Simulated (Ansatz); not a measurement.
Basis-set extrapolation for BH₅N₂ (`NBN`) (PBE0-D4/def2-TZVP geometry, frozen core, Ansatz). Multiplicity 1, RHF reference.

```csv
,def2-TZVPP,def2-QZVPP
HF,-136.639882,-136.647079
MP2 correlation,-0.535074,-0.572852
CCSD(T) correlation,-0.580379,not run
```

Energies in hartree. Use E(X) = E(∞) + A·exp(−7.88·√X) for Hartree–Fock and E(X) = E(∞) + B·X^(−2.97) for correlation, with X = 3 and 4, and add CCSD(T) minus MP2 of the smaller set to the MP2 limit.

**Question.** What is the CCSD(T) energy at the basis-set limit?

**Answer.** HF limit: -136.647079 + (-0.007197) × 0.13774 = -136.64807. MP2 limit: -0.572852 + (-0.037778) × 0.74074 = -0.60084. Higher-order term: -0.580379 − (-0.535074) = -0.04530. Total: -137.29421 hartree, 194.2 kJ/mol below CCSD(T)/def2-TZVPP.
